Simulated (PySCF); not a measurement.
Redox energetics: ethyl iodide

Molecule: ethyl iodide, `CCI` (C2H5I). Numbering: `[CH3:1][CH2:2][I:3]`

Computed at PBE0-D3(BJ)/ma-def2-TZVP // PBE0-D3(BJ)/ma-def2-SVP with PySCF (density fitting, grid level 2). The prefix ma- adds one diffuse s and one diffuse p function on all atoms but H. Thermal corrections: PBE0-D3(BJ)/ma-def2-SVP frequencies, unscaled, ideal gas at 298.15 K and 1 bar, quasi-RRHO entropy.

Frontier levels of the parent: HOMO -7.22 eV, LUMO -0.91 eV.

Oxidation to the radical cation:
```
Vertical ionisation energy (electronic)              : 9.49 eV
Adiabatic ionisation energy (with zero-point energy) : 9.41 eV
Adiabatic, electronic part                           : 9.45 eV
Vertical gap at the product's structure              : 9.40 eV
Inner reorganisation energy (four-point)             : 84 meV
Relaxation of product / of parent                    : 32 / 52 meV
⟨S²⟩ of the product                                  : 0.754
Distances that move most (Å)                         : C2–I3 2.165 → 2.193; C1–C2 1.508 → 1.495; C2–H 1.097 → 1.105; C2–H 1.097 → 1.104
```

Vertical electron affinity to the radical anion: -0.51 eV. The product does not keep its bonds on relaxation, so no adiabatic value is given. The value is negative, so the extra electron is not bound, and the number hangs on the basis.

Measured values (NIST Chemistry WebBook, evaluated or the median of agreeing entries): adiabatic ionisation energy 9.35 eV (computed 9.41, difference 0.06).

Caveats: spin-orbit coupling is left out of the energies, which matters for open shells on the heavier atoms; atoms past Kr carry effective core potentials.

Run with `OMP_NUM_THREADS=1 python redox_run.py task.json out` on 1 thread of Arm Neoverse V1, a shared host. Structures, frequencies and single points: 8.9 min of wall time.
